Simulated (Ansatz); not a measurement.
# AlCO (quartet): the correlation ladder, def2-QZVPP

An exercise on one series of results from a longer session: the logs are not shown, and one member is left open.

The runs use Ansatz 0.2.0, Gaussian basis; def2-QZVPP, core rule «outside noble gas», up to 7 orbitals frozen.

The runs, in order: UHF; ROHF; CCSD(T) on UHF.

2 further runs of the same task are left out: 2 set aside as unsound or not needed.

### The system

The geometry is a PBE0/def2-TZVP stationary point (not a proven minimum) of the parent state, kept for this charge and spin.

3 atoms, charge 0, spin multiplicity 4.

Atoms are counted from 1 here; the program's logs count them from 0.

Bond lengths: C1–Al2 1.973 Å, Al2–O3 1.599 Å. Angles: C1–Al2–O3 180.0°.

Geometry (Å):

```tsv
atom	x (Å)	y (Å)	z (Å)
C1	0.0000	0.0000	1.8484
Al2	0.0000	0.0000	-0.1246
O3	0.0000	0.0000	-1.7239
```

Set-up of the first run:

File in.yaml:

```yaml
crystal:
  periodic: [false, false, false]
  atoms:
    - {symbol: C, position_ang: [0.000000, 0.000000, 1.848433]}
    - {symbol: Al, position_ang: [0.000000, 0.000000, -0.124566]}
    - {symbol: O, position_ang: [0.000000, 0.000000, -1.723867]}
basis:
  gaussian: {orbitals: "def2-QZVPP.json"}
magnetization: {spin_polarized: true, initial_magnetization: 3}
hamiltonian: {xc: hf}
output: {orbitals: {seedname: orbitals}}
```

Run with:

```sh
> ansatz run in.yaml --threads 1 --pin off --events-out ev --progress --plain --max-ram 2393MiB
```

Steps of the session up to this table: UHF; ROHF; CCSD(T) on UHF.

One of the session's tables, all rows but one given; the rest of the session is left out.

| method | from UCCSD(T) (meV) |
| --- | --- |
| ROHF | +12098.4 |
| UHF | +12049.7 |
| UMP2 | +692.2 |
| UCCSD | ? |
| UCCSD(T) | 0 |

Q: Estimate the row for UCCSD from the others.

The run gave: from UCCSD(T) (meV): +626.8. In the column «from UCCSD(T) (meV)» it lies between UCCSD(T) (0) and UMP2 (+692.2).
